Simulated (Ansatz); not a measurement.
Born–Oppenheimer molecular dynamics of AlCl₂H (4 atoms, charge 0, multiplicity 1). It starts from a relaxed structure.

These are results of Ansatz, RKS PBE0-D4/def2-SVP, not measurements.

```json
{"ensemble": "NVT, Nosé–Hoover chain", "time step": "0.5 fs", "steps asked": "250", "set temperature": "100 K", "thermostat": "time constant 50 fs, chain length 1", "seed": "604433"}
```

First frame:

```xyz
4
Properties=species:S:1:pos:R:3
Al 0.000 0.000 -0.020
H 0.000 0.000 1.547
Cl 1.792 0.000 -1.099
Cl -1.792 0.000 -1.099
```

Task: How far do the bonds stretch over the last three quarters of this one trajectory? (Pairs bonded in most of those frames.)

Result: 
```json
{"bond": "Al1–H2", "mean (Å)": "1.568", "spread (Å)": "0.015", "shortest": "1.54", "longest": "1.59"}
{"bond": "Al1–Cl3", "mean (Å)": "2.088", "spread (Å)": "0.019", "shortest": "2.06", "longest": "2.12"}
{"bond": "Al1–Cl4", "mean (Å)": "2.091", "spread (Å)": "0.012", "shortest": "2.05", "longest": "2.12"}
```

Mean temperature of the second half: 113 K. The conserved energy stayed within 0.018 meV per atom of its start (net change 0.011 meV per atom), so the integration is sound. The mean temperature of the second half is 13 % above the set value. A run of 0.12 ps of so small a system gives no equilibrium averages.

Time of the run: 4.6 min on 1 thread of Arm Neoverse V2 (shared host), peak memory 0.11 GiB.
